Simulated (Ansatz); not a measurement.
in.yaml

```yaml
crystal:
  periodic: [false, false, false]
  atoms:
    - {symbol: Cl, position_ang: [0.000000, 1.672963, 2.463078]}
    - {symbol: Ge, position_ang: [0.000000, 0.165082, -1.859257]}
    - {symbol: Si, position_ang: [0.000000, -2.538785, 1.699556]}
basis:
  gaussian: {orbitals: STO-3G}
magnetization: {spin_polarized: false, initial_magnetization: 1}
correlation: {method: fic_mrcisd_q_relaxed, electrons: outside_noble_gas, active_space: {window: {electrons: 15, orbitals: 8}}}
```

```sh
$ ansatz run in.yaml --threads 1 --pin off --events-out ev --progress --plain --max-ram 2393MiB
```

(1) One thing in this input was set wrong on purpose, beside settings that are merely unusual. What is the gravest fault, and what does the program do?

## Answers

(1) Coordinates in the wrong unit (values in bohr typed as Å, so distances are 1.89 times too long). How the run ends: not converged.
```
348 factors; integrals over basis functions are off by at most 1.3e-5 eV
mean field evaluation 1: about -75948.0541 eV, gradient 1.4e1 eV
mean field evaluation 2: about -75948.0545 eV, gradient 1.4e1 eV
mean field evaluation 4: about -75947.0962 eV, gradient 1.2e1 eV
mean field evaluation 8: about -75960.0492 eV, gradient 5.0e0 eV
mean field evaluation 16: about -75960.5414 eV, gradient 1.9e-6 eV
mean field evaluation 32: about -75960.0463 eV, gradient 1.9e0 eV
mean field evaluation 64: about -75960.8877 eV, gradient 3.1e0 eV
mean field evaluation 96: about -75961.0670 eV, gradient 9.7e-5 eV
mean field evaluation 128: about -75960.6912 eV, gradient 4.7e-2 eV
mean field evaluation 160: about -75961.0675 eV, gradient 3.8e-2 eV
...
contracted CI cycle 291: correlation -2.53469947 eV, -0.0931484873 hartree, residual 3.06e-1 eV
contracted CI cycle 292: correlation 2.49199728 eV, 0.0915792108 hartree, residual 7.30e0 eV
contracted CI cycle 293: correlation -2.53469947 eV, -0.0931484873 hartree, residual 3.06e-1 eV
contracted CI cycle 294: correlation 2.49199728 eV, 0.0915792108 hartree, residual 7.30e0 eV
contracted CI cycle 295: correlation -2.53469947 eV, -0.0931484873 hartree, residual 3.06e-1 eV
contracted CI cycle 296: correlation 2.49199728 eV, 0.0915792108 hartree, residual 7.30e0 eV
contracted CI cycle 297: correlation -2.53469947 eV, -0.0931484873 hartree, residual 3.06e-1 eV
contracted CI cycle 298: correlation 2.49199728 eV, 0.0915792108 hartree, residual 7.30e0 eV
contracted CI cycle 299: correlation -2.53469947 eV, -0.0931484873 hartree, residual 3.06e-1 eV
contracted CI cycle 300: correlation 2.49199728 eV, 0.0915792108 hartree, residual 7.30e0 eV
state -75960.54139446 eV, -2791.4984083423 hartree; corrected -75955.59294004 eV, -2791.3165559966 hartree
state -75961.06700476 eV, -2791.5177241646 hartree; corrected -75963.53087886 eV, -2791.6082698674 hartree
WARN: the results are in doubt because the states' residual is 2.6e-1 eV, above 1.9e-3 eV
Total energy: -75963.53087886 eV, -2791.6082698674 hartree
In doubt: the states' residual is 2.6e-1 eV, above 1.9e-3 eV
```
